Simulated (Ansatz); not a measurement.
## C3H5NO, SMILES COC1C=N1: a geometry optimisation, step by step

Program: Ansatz's Python interface.

Typed at the interpreter:
```pycon
>>> import ansatz as az
>>> import numpy as np
>>> BASIS_SET = 'cc-pVDZ'
>>> XC = 'B3LYP'
>>> geometry_ang = [
...     ('C', [-1.4969, -0.1739, 0.2763]),
...     ('O', [-0.4672, 0.1112, -0.6406]),
...     ('C', [0.7473, 0.1787, 0.0655]),
...     ('C', [1.8174, 0.1771, -0.7587]),
...     ('N', [1.4601, -0.9661, -0.0279]),
...     ('H', [-1.6134, 0.6502, 1.0154]),
...     ('H', [-1.3176, -1.1415, 0.7975]),
...     ('H', [-2.4521, -0.2638, -0.2807]),
...     ('H', [0.8519, 0.7473, 1.0161]),
...     ('H', [2.4704, 0.6808, -1.4629]),
... ]
>>> c3h5no = az.Crystal.molecule()
>>> for symbol, xyz in geometry_ang:
...     c3h5no = c3h5no.atom(symbol, xyz)
...
>>> setup = (
...     c3h5no.calculation()
...     .basis(gaussian=BASIS_SET)
...     .functional(XC)
... )
>>> symbols = [site.symbol for site in c3h5no.cartesian_sites]
>>> start = np.array([site.position_ang for site in c3h5no.cartesian_sites], dtype=float)
>>> def progress(event):
...     if event['event'] == 'relax_step':
...         row = event['data']
...         print(f'step {row["step"]:3d}  E = {row["lagrangian_ev"]:.6f} eV  max force {row["allowed_force_max_ev_ang"]:.4f} eV/A')
...
>>> r = setup.relax(force_tolerance=0.02, max_steps=100).session().plan().execute(on_event=progress).report
step   1  E = -6725.744404 eV  max force 4.9653 eV/A
step   2  E = -6726.766746 eV  max force 2.6008 eV/A
step   3  E = -6726.990991 eV  max force 3.2916 eV/A
step   4  E = -6726.630787 eV  max force 4.2127 eV/A
step   5  E = -6727.084152 eV  max force 0.1560 eV/A
step   6  E = -6727.088103 eV  max force 0.1082 eV/A
step   7  E = -6727.092300 eV  max force 0.1154 eV/A
step   8  E = -6727.022234 eV  max force 1.1322 eV/A
step   9  E = -6727.094283 eV  max force 0.0413 eV/A
step  10  E = -6727.094531 eV  max force 0.0176 eV/A
>>> end = np.array(r['positions_ang'])
>>> print('reference energy %16.6f eV' % r['reference_energy_ev'])
reference energy     -6727.094741 eV
>>> print('total energy     %16.6f eV' % r['free_energy_ev'])
total energy         -6727.094741 eV
>>> print('occupied (up, down):', r['n_occupied'], ' virtual:', r['n_virtual'], ' frozen:', r['n_frozen'])
occupied (up, down): [19, 19]  virtual: [76, 76]  frozen: 0
>>> print('bond        before    after (A)')
bond        before    after (A)
>>> for i, j in [(0, 1), (0, 5), (0, 6), (0, 7), (1, 2), (2, 3), (2, 4), (2, 8), (3, 4), (3, 9)]:
...     d0, d1 = (np.linalg.norm(xyz[i] - xyz[j]) for xyz in (start, end))
...     print(f'{symbols[i]}{i}-{symbols[j]}{j}'.ljust(10), f'{d0:8.4f} {d1:8.4f}')
...
C0-O1        1.4079   1.4234
C0-H5        1.1131   1.1074
C0-H6        1.1136   1.1049
C0-H7        1.1094   1.0987
O1-C2        1.4065   1.3823
C2-C3        1.3507   1.4387
C2-N4        1.3518   1.5366
C2-H8        1.1126   1.0997
C3-N4        1.4031   1.2657
C3-H9        1.0844   1.0930
>>> with open('c3h5no_opt.xyz', 'w') as handle:
...     handle.write(f'{len(symbols)}\nrelaxed C3H5NO\n')
...     handle.writelines(f'{s:2s} {x:11.6f} {y:11.6f} {z:11.6f}\n' for s, (x, y, z) in zip(symbols, end))
...
18
```

File `c3h5no_opt.xyz` afterwards:
```text
10
relaxed C3H5NO
C    -1.541052   -0.213982    0.300388
O    -0.538319    0.300662   -0.568904
C     0.704859    0.376635    0.030571
C     1.879335    0.105099   -0.754758
N     1.602136   -0.870449    0.002537
H    -1.635295    0.399960    1.217140
H    -1.323339   -1.256770    0.593664
H    -2.490867   -0.179762   -0.250758
H     0.734920    0.969643    0.956155
H     2.607522    0.368965   -1.526036
```

Notes:
- Total energies depend on the basis set; only differences at equal settings carry meaning.
- The end point is the stationary point reached from this start; no frequency run checks that it is a minimum, and the basis set is modest.
- b3lyp holds the VWN-RPA fit, as in Gaussian; the form of ORCA and Turbomole is b3lyp5.
- Finished in 39 s on 1 thread of Arm Neoverse V2, with other jobs on the host, peak memory 0.25 GiB.

(Lines on the test bed's own set-up are left out of the output.)
